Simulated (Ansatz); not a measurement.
Rock-salt BaTe, treated with r²SCAN+SOC (PAW; Ansatz, a first-principles code).

Settings: plane-wave cutoff 560 eV, 8×8×8 k mesh, Fermi–Dirac smearing 0.01 eV, PAW data made under PBE.

A third-order Birch–Murnaghan fit to the energies gives V0 = 44.027 Å³/atom, B0 = 30.6 GPa, B′ = 4.4.

```
V (Å³/atom)  P (GPa)
-----------  -------
41.384         2.168
42.265           [?]
43.145           [?]
44.026         0.001
44.906        -0.579
45.787           [?]
46.667           [?]
```

Estimate the withheld pressures from this fit; the answers are the runs' own values.


- 42.265, P (GPa): 1.366
- 43.145, P (GPa): 0.647
- 45.787, P (GPa): -1.101
- 46.667, P (GPa): -1.569

The formula P = (3/2) B0 (x^(7/3) − x^(5/3)) [1 + (3/4)(B′ − 4)(x^(2/3) − 1)] with x = V0/V meets the computed pressures within 0.01 GPa when these rounded values are put in.

Measured, for comparison: equilibrium volume per atom 43.00 Å³/atom (room temperature, no zero-point or thermal correction; as tabulated in Lucero et al. (2012), arXiv:1111.4515). Computed (rounded) less measured: equilibrium volume per atom +2.4 %.

The computed numbers hold no vibrational or temperature effects.
